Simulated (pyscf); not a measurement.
## Hydrogen abstraction: `[NH2][SiH]([NH2])[Cl]` + `[NH2]` [doublet] -> `[NH2][Si]([NH2])[Cl]` [doublet] + `[NH3]`

Gas phase, doublet surface, charge 0. Bonds broken: Si1–H5. Bonds formed: H5–N10. PySCF, gas phase, ωB97X-D3(BJ)/def2-SVP geometries.

Transition state (Å):

```xyz
12

Si    -0.4669     0.0797     0.0787
Cl    -0.0380    -1.7223     1.0600
N      0.8382     0.2593    -1.0216
N     -1.9209     0.1077    -0.8237
H     -0.6791     1.0815     1.3137
H      0.8721     1.0544    -1.6509
H      1.7616    -0.0852    -0.7833
H     -2.0147    -0.4375    -1.6748
H     -2.8155     0.2969    -0.3869
N     -1.0938     1.4180     2.6754
H     -2.0719     1.1002     2.5881
H     -0.6400     0.5957     3.1022
```

One imaginary mode, 1083i cm⁻¹; descent along it reached the two sides named, in the forms told below.

| bond | change | reactant side (Å) | saddle | product side |
|---|---|---|---|---|
| Si1–H5 | breaks | 1.485 | 1.604 | 3.1 |
| H5–N10 | forms | 3.3 | 1.463 | 1.020 |

Electronic energies relative to the separated reactants (eV):

```
level                   barrier  reaction energy  reverse barrier
----------------------  -------  ---------------  ---------------
ωB97X-D3(BJ)/def2-TZVP     0.19            -0.65             0.84
PBE/def2-TZVP             -0.17            -0.94             0.77
r²SCAN/def2-TZVP           0.03            -0.73             0.76
B3LYP-D3(BJ)/def2-TZVP     0.06            -0.71             0.77
PBE0-D3(BJ)/def2-TZVP      0.03            -0.78             0.81
M06-2X/def2-TZVP           0.20            -0.80             1.00
ωB97M-D3(BJ)/def2-TZVP     0.21            -0.64             0.86
HF/def2-TZVP               1.00            -0.12             1.12
```

With ωB97M-D3(BJ)/def2-TZVP energies and thermal terms (ideal gas, 1 atm, RRHO with modes under 100 cm⁻¹ raised to 100, one conformer, R ln 2 for chiral ones without a mode under 150 cm⁻¹), in eV:

| T (K) | ΔH‡ | ΔG‡ | ΔH | ΔG |
|---|---|---|---|---|
| 298 | 0.21 | 0.64 | -0.48 | -0.49 |
| 600 | 0.23 | 1.06 | -0.50 | -0.50 |
| 900 | 0.26 | 1.46 | -0.51 | -0.49 |
| 1200 | 0.29 | 1.86 | -0.53 | -0.48 |

On the reactant side the descent ends in a complex (not fully relaxed), 0.22 eV under the separated species and 0.41 eV under the saddle at ωB97X-D3(BJ)/def2-TZVP. At PBE the saddle lies under the separated reactants, which points to a path from their complex (located at ωB97X-D3(BJ) alone). This is the saddle that the search found; another between the same sides may lie lower. The angle at the transferred H is 154°.
